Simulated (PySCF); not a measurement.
## Cl₂⁺ at UHF-MP2

Computed with UHF-MP2; Cl jorge-DZP-DKH; spin-free X2C with a Gaussian nucleus (PySCF 2.14).

```json
{
  "state": "doublet, unpaired electrons π ↑",
  "bond length": "1.944 Å",
  "harmonic wavenumber": "610 cm⁻¹",
  "force constant": "3.83 mdyn/Å",
  "rotational constant Be": "0.2550 cm⁻¹",
  "anharmonicity ωexe": "3.29 cm⁻¹",
  "vibration–rotation constant αe": "0.00166 cm⁻¹",
  "well depth De to Cl⁺ + Cl": "304 kJ/mol",
  "dissociation energy D0": "300 kJ/mol"
}
```

Correlated steps freeze 10 core orbitals. Correlated levels converge slowly with the basis: in double zeta they bind strong bonds too weakly, by up to about 1 eV, and carry superposition errors of some tenths. The state was picked by a PBE0 search and need not be the measured ground state.
